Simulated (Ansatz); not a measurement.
# fcc Cu

Level of theory: PBEsol in Ansatz (PAW).

Run with plane-wave cutoff 520 eV, 26×26×26 k mesh, Fermi–Dirac smearing 0.05 eV, no spin polarisation, scalar-relativistic PAW data made under PBE.

Cell: relaxed at this level.

```
Property                                            Value
------------------------------------------  -------------
volume per atom                             11.31 Å³/atom
bulk modulus B0                                   168 GPa
equilibrium lattice constant a                    3.563 Å
band gap                                             none
pressure derivative B′ of the bulk modulus            5.0
```

Measured, for comparison: equilibrium volume per atom 11.62 Å³/atom, lattice constant a 3.595 Å (low-temperature or extrapolated to 0 K; zero-point anharmonic expansion removed; as tabulated in Csonka et al. (2009), arXiv:0903.4037); bulk modulus 144 GPa (0 K value with the zero-point phonon effect removed, our sources range from 140 to 145; as tabulated in Mejia-Rodriguez and Trickey (2018), arXiv:1807.09216). Computed (rounded) less measured: equilibrium volume per atom -2.7 %, bulk modulus +17 % (+16 % to +20 % over the range), lattice constant a -0.9 %.

Computed values are for the static lattice.

The result took roughly 50 core-seconds.

Ansatz is a first-principles code.
